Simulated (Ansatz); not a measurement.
# Gold, fcc: convergence with the k-point mesh

Computed with Ansatz, LDA, scalar-relativistic PAW, on the relaxed cell (a = 4.046 Å; spin not included). Errors count from a run at 420 eV on a Γ-centred 22×22×22 mesh with Fermi-Dirac smearing of 0.1 eV, extrapolated to zero width. Fixed here: cutoff 420 eV, Fermi-Dirac width 0.1 eV. The SCF starts from atomic densities corrected by a trained network.

| k-mesh | E(σ→0) error (meV/atom) | P (GPa) | SCF iterations |
| --- | --- | --- | --- |
| 2×2×2 | 3575.4 | 50.04 | 7 |
| 3×3×3 | -416.7 | -5.84 | 6 |
| 5×5×5 | -111.3 | -0.94 | 6 |
| 6×6×6 | 74.2 | 1.80 | 6 |
| 8×8×8 | 42.8 | 1.25 | 6 |
| 11×11×11 | -8.0 | 0.12 | 6 |
| 19×19×19 | 0.6 | 0.17 | 6 |

Question: What does the run at 14×14×14 give (k-mesh)?

Answer: E(σ→0) error (meV/atom): 3.1; P (GPa): 0.29; SCF iterations: 6.

Within 5 meV/atom of the last row: from 14×14×14 on.
